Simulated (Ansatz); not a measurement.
Cartesian coordinates in Å:
```
C 2.083 0.331 0.314
S 0.581 0.935 -0.457
C -0.505 -0.379 -0.026
O -0.169 -1.358 0.583
C -1.925 -0.153 -0.504
Cl -2.889 0.536 0.819
H 2.349 -0.642 -0.097
H 1.941 0.246 1.390
H 2.864 1.057 0.095
H -1.967 0.541 -1.342
H -2.362 -1.112 -0.775
```

Charge 0, multiplicity 1.

Question: List the B3LYP/def2-TZVPP orbital energies in eV (the Gaussian-basis code of Ansatz). (Estimate.)

Answer: Computed: Occupied: -2762.72, -2418.63, -520.76, -280.17, -278.94, -277.85, -257.43, -216.62, -196.53, -196.28, -196.27, -161.19, -161.09, -160.99, -29.25, -23.90, -22.31, -20.02, -18.24, -14.99, -13.73, -13.11, -12.70, -12.32, -12.09, -11.18, -10.77, -10.05, -8.83, -8.53, -7.50, -7.38. Lowest empty: -1.51, 0.03, 0.63, 1.49, 1.80, 2.28, 2.35, 2.53.

B3LYP here is the variant with VWN-RPA as its local correlation; programs differ in this.
